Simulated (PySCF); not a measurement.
These are PySCF 2.14.0 with PBE-D3(BJ)/def2-TZVP // B3LYP-D3(BJ)/def2-TZVP values and carry that method's errors. Isolated molecules, 0 K electronic values unless said otherwise. Excitations are Tamm–Dancoff values on a coarser integration grid. The basis has no diffuse functions, so Rydberg states are missing or too high.

Reference species (SMILES): `[F][Al]([F])[F]` (neutral, multiplicity 1).

| Quantity | Result |
|---|---|
| HOMO | -9.62 eV |
| S1 excitation (TDA) | 7.28 eV |

Changed species: `[NH2][Al]([NH2])[NH2]` (3 of 3 F replaced by NH2; the reference has 0 of 3 F replaced by NH2).

Q: What does the change do to the HOMO and S1 excitation (TDA)?

A: the HOMO rises by 4.35 eV, to -5.27 eV; the S1 excitation (TDA) falls by 2.43 eV, to 4.85 eV.
